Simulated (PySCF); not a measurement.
BeH, SMILES [BeH+], charge +1.

The structure is a stationary point at r2SCAN-D4/def2-TZVPD. The multiplicity is an assumed one; other spin states were not compared.

The numbers are results of TDA-M06-2X/def2-TZVPD (PySCF 2.14.0), not measurements.

Vertical excitations; the highest root listed may be one member of a degenerate set. The molecule is in vacuum. State labels are in the subgroup C2v.

Computed lowest excited states:
```csv
state,symmetry,energy (eV),λ (nm),f,main pairs
S1,A1,5.34,232,0.160,HOMO→LUMO 98 %
S2,B1,7.65,162,0.275,HOMO→LUMO+1 (degenerate set)
S3,B2,7.65,162,0.275,HOMO→LUMO+2 (degenerate set)
S4,A1,12.81,97,0.008,HOMO→LUMO+3 98 %
S5,A1,13.49,92,0.009,HOMO→LUMO+4 98 %
S6,B1,13.65,91,0.016,HOMO→LUMO+5 (degenerate set)
S7,B2,13.65,91,0.016,HOMO→LUMO+6 (degenerate set)
S8,A1,13.80,90,0.293,HOMO→LUMO+7 96 %
S9,B1,15.17,82,0.187,HOMO→LUMO+8 (degenerate set)
S10,B2,15.17,82,0.187,HOMO→LUMO+9 (degenerate set)
T1,A1,4.15,298,0,HOMO→LUMO 98 %
T2,B1,6.24,199,0,HOMO→LUMO+1 (degenerate set)
T3,B2,6.24,199,0,HOMO→LUMO+2 (degenerate set)
T4,A1,12.19,102,0,"HOMO→LUMO+7 55 %, HOMO→LUMO+3 37 %"
```
Triplets are in the Tamm–Dancoff approximation.
